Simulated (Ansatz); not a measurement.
What a trial cell of Pt3W relaxes into

Computed with DFT r2SCAN, scalar-relativistic, plane waves, PAW in Ansatz 0.2.0. Cutoff 500 eV, Γ-centred k mesh, Gaussian smearing, no spin polarisation in the final step.

The start puts Pt3W on the Cu3Au (L1_2) structure type (Pm-3m, No. 221), with W in place of Au, Pt in place of Cu, at a guessed volume.

```yaml
crystal:
  lattice:
    - [3.92255, 0.00000, 0.00000]
    - [0.00000, 3.92255, 0.00000]
    - [0.00000, 0.00000, 3.92255]
  atoms:
    - { symbol: Pt, position: [0.00000, 0.50000, 0.50000] }
    - { symbol: Pt, position: [0.50000, 0.00000, 0.50000] }
    - { symbol: Pt, position: [0.50000, 0.50000, 0.00000] }
    - { symbol: W, position: [0.00000, 0.00000, 0.00000] }
```

Cell and atoms relax at zero pressure; the relaxation can't lower the symmetry of the start. After a coarse first stage the cell is made exact in the group found at 0.06 Å.

The zero of energy is the elements' standard structures at the same level; no fitted shifts are applied.

Describe the relaxed structure.

It keeps Pm-3m (No. 221). The result has the Cu3Au (L1_2) structure. Conventional cell: a = 3.941 Å. Pt has 4 W at 2.79 Å and 8 Pt at 2.79 Å; around W lie 12 Pt at 2.79 Å.

Space group Pm-3m (No. 221). a = 3.941 Å, b = 3.941 Å, c = 3.941 Å, α = 90.00°, β = 90.00°, γ = 90.00°
| atom | site | symmetry | x | y | z |
| --- | --- | --- | --- | --- | --- |
| Pt | 3c | 4/mm.m | 0.0000 | 0.5000 | 0.5000 |
| W | 1a | m-3m | 0.0000 | 0.0000 | 0.0000 |

What are its volume, energy, density and gap?

The volume per atom is 15.31 Å³, the density is 20.86 g/cm³ and the energy over the elements is -0.01 eV/atom. The gap on the 12×12×12 mesh is 0 eV (a metal).

The final run used a 12×12×12 mesh on its 4-atom cell and 0.10 eV smearing. For metals, differences of a few meV/atom aren't resolved. Spin–orbit coupling is left out. A structure relaxed within its symmetry needn't be a true minimum.

Cost: 3 runs of about 0.96 core-minutes in all, on Intel Xeon 6975P-C (Granite Rapids) (shared hosts).